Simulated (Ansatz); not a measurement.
We consider rock-salt BaTe, described by r²SCAN0 (Ansatz, a quantum-chemistry and plane-wave program, PAW).

Run with plane-wave cutoff 600 eV, 6×6×6 k mesh, scalar-relativistic PAW data made under PBE.

Computed at the level's own relaxed cell.

Hill averages of the elastic tensor: K = 31.5 GPa, G = 18.6 GPa. Volume 43.798 Å³/atom, mean atomic mass 132.464 u.

### Question
Work out the density, the sound velocities of a polycrystal and the elastic Debye temperature at this level.

### Answer
ρ = 1.66054 × 132.464/43.798 = 5.022 g/cm³. v_l = √[(K + 4G/3)/ρ] = 3.348 km/s and v_t = √(G/ρ) = 1.925 km/s. The mean follows from 3/v_m³ = 1/v_l³ + 2/v_t³: v_m = 2.138 km/s. Θ_D = (ħ/k_B) v_m (6π²/V)^(1/3) = 76.38 K Å s/km × 2.138 × 1.1058 Å⁻¹ = 181 K, counting all atoms of the cell.
